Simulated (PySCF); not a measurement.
# One shape, several levels: SO (sulfur oxide)

Aim: a comparison of 6 runs (UHF/3-21G, U-wB97M-V/def2-TZVPPD, UBHLYP/def2-TZVPPD, UCAM-B3LYP/def2-TZVPPD, UM06-2X/def2-TZVPPD, USCS-MP2/def2-TZVPPD) of SO (sulfur oxide). The job is set up through a Python script.

Program for the calculation: PySCF 2.14.0.

1 further run of the same task is left out (set aside as unsound or not needed).

## 1. The molecule

SO: 2 atoms, total charge 0, spin state triplet. As SMILES, `O=S`. Geometry: the measured bond length.

Bond lengths: O1–S2 1.481 Å.

## 2. The energy at UHF/3-21G (run 1)

Input file run.py:

```python
from pyscf import gto, scf

mol = gto.Mole()
mol.atom = '''
O      0.000000     0.000000     0.000000
S      0.000000     0.000000     2.798849
'''
mol.spin = 2
mol.unit = 'bohr'
mol.basis = '3-21g'
mol.max_memory = 1860
mol.verbose = 4
mol.build()

myscf = scf.UHF(mol)
myscf.conv_tol = 1e-10
myscf.kernel()
if not myscf.converged:
    myscf = myscf.newton().run(myscf.mo_coeff, myscf.mo_occ)

e_final = myscf.e_tot
print(f'total energy: {e_final:.8f} hartree')
```

Run with:

```console
OMP_NUM_THREADS=1 python run.py
```

Standard output:

```text
PySCF version 2.14.0

[... 37 lines left out ...]
WARN: HOMO -0.189423670229252 >= LUMO -0.189423670229259
[... 50 lines left out ...]
converged SCF energy = -469.939460149522  <S^2> = 2.0176781  2S+1 = 3.0117623
total energy: -469.93946015 hartree
```

Wall time 1.4 s (1 thread of Intel Xeon Platinum 8175M at 2.50GHz (Skylake/Cascade Lake), shared host); peak memory 0.098 GiB.

## 3. The energy at U-wB97M-V/def2-TZVPPD (run 2)

Input file run.py:

```python
from pyscf import gto, dft

mol = gto.M(
    atom='''
O      0.000000     0.000000     0.000000
S      0.000000     0.000000     2.798849
''',
    charge=0,
    unit='bohr',
    max_memory=1860,
    verbose=3,
    spin=2,
    basis='def2-tzvppd',
)

mf = dft.UKS(mol, xc='wb97m-v')
mf.conv_tol = 1e-10
mf.grids.level = 5
mf.nlcgrids.level = 1
mf.kernel()
if not mf.converged:
    mf = mf.newton().run(mf.mo_coeff, mf.mo_occ)

energy = mf.e_tot
print('Final energy', energy)
```

Run with:

```console
OMP_NUM_THREADS=1 python run.py
```

Standard output:

```text
WARN: HOMO -0.217933260920801 >= LUMO -0.217933260920881

converged SCF energy = -473.371858820081  <S^2> = 2.008285  2S+1 = 3.0055183
Final energy -473.3718588200812
```

Wall time 47 s (1 thread of Intel Xeon Platinum 8175M at 2.50GHz (Skylake/Cascade Lake), shared host); peak memory 0.48 GiB.

Runs 3 to 4 aren't shown in full; the table further down has their settings and results.

## 4. A single-point energy at UM06-2X/def2-TZVPPD (run 5)

Input file input.py:

```python
from pyscf import gto, dft

molecule = gto.Mole()
molecule.atom = '''
O      0.000000     0.000000     0.000000
S      0.000000     0.000000     1.481087
'''
molecule.spin = 2
molecule.basis = 'def2-tzvppd'
molecule.verbose = 4
molecule.max_memory = 1860
molecule.charge = 0
molecule.build()

calc0 = dft.UKS(molecule)
calc0.xc = 'm06-2x'
calc0.grids.level = 5
calc0.conv_tol = 1e-10
calc0.kernel()
if not calc0.converged:
    calc0 = calc0.newton().run(calc0.mo_coeff, calc0.mo_occ)

e_tot = calc0.e_tot
print('E = %.10f Eh' % e_tot)
```

Run with:

```console
OMP_NUM_THREADS=1 python input.py
```

Standard output:

```text
PySCF version 2.14.0

[... 52 lines left out ...]
WARN: HOMO -0.21978190553642 >= LUMO -0.219781905536456
[... 46 lines left out ...]
converged SCF energy = -473.361073263106  <S^2> = 2.0127419  2S+1 = 3.0084826
E = -473.3610732631 Eh
```

Wall time 23 s (1 thread of Intel Xeon Platinum 8175M at 2.50GHz (Skylake/Cascade Lake), shared host); peak memory 0.48 GiB.

## 5. A single-point energy at USCS-MP2/def2-TZVPPD (run 6)

Input file input.py:

```python
from pyscf import gto, mp

mol = gto.Mole()
mol.atom = '''
O    0.000000   0.000000   0.000000
S    0.000000   0.000000   1.481087
'''
mol.max_memory = 1860
mol.basis = 'def2-tzvppd'
mol.spin = 2
mol.charge = 0
mol.verbose = 3
mol.build()

mf = mol.UHF()
mf.conv_tol = 1e-10
mf.kernel()
if not mf.converged:
    mf = mf.newton().run(mf.mo_coeff, mf.mo_occ)

pt = mp.MP2(mf, frozen=6).run()
etot = mf.e_tot + 1.2 * pt.e_corr_os + pt.e_corr_ss / 3
print('E(%s) = %.9f' % ('SCS-MP2', etot))
```

Run with:

```console
OMP_NUM_THREADS=1 python input.py
```

Standard output:

```text
WARN: HOMO -0.19573642783644 >= LUMO -0.195736427836482

converged SCF energy = -472.406298593452  <S^2> = 2.0576419  2S+1 = 3.0381849
E(UMP2) = -472.782471251584  E_corr = -0.376172658132637
E(SCS-UMP2) = -472.768130655223  E_corr = -0.36183206177136
E(SCS-MP2) = -472.768130655
```

It took 5.1 s on 1 thread of Intel Xeon Platinum 8175M at 2.50GHz (Skylake/Cascade Lake), shared host; peak memory 0.2 GiB.

## 6. The series

| run | level | integration grid | nlc grid | energy (Eh) | dipole moment (D) of the reference | HOMO energy (eV) | LUMO energy (eV) | wall time |
| --- | --- | --- | --- | --- | --- | --- | --- | --- |
| 1 | UHF/3-21G | – | – | -469.939460 | 1.39 | -11.36 | 1.61 | 1.4 s |
| 2 | U-wB97M-V/def2-TZVPPD | 5 | 1 | -473.371859 | 1.56 | -9.72 | -1.26 | 47 s |
| 3 | UBHLYP/def2-TZVPPD | 5 | – | -473.373446 | 1.69 | -9.08 | -2.17 | 16 s |
| 4 | UCAM-B3LYP/def2-TZVPPD | 5 | – | -473.402461 | 1.62 | -9.05 | -2.18 | 24 s |
| 5 | UM06-2X/def2-TZVPPD | 5 | – | -473.361073 | 1.63 | -8.88 | -2.45 | 23 s |
| 6 | USCS-MP2/def2-TZVPPD | – | – | -472.768131 | 1.87 | -11.66 | 0.79 | 5.1 s |

## 7. Outcome

| quantity | value |
| --- | --- |
| run 6: total energy | -472.76813 Eh |
| run 6: dipole moment (Hartree–Fock density) | 1.87 D |
| run 6: HOMO energy (Hartree–Fock orbitals) (highest over α and β) | -11.66 eV |
| run 6: LUMO energy (Hartree–Fock orbitals) (lowest over α and β) | 0.79 eV |
| run 6: correlation energy (6 core orbitals frozen) | -361.8 mEh |
| run 6: ⟨S²⟩ of the reference determinant | 2.058 |

Over runs 1, 2, 3, 4, 5 the dipole moment (its size) runs from 1.39 D (UHF/3-21G) to 1.69 D (UBHLYP/def2-TZVPPD). The two ends differ in method and basis. Totals of different functionals can't be ranked against each other. All runs together took 2 min, the longest 47 s.
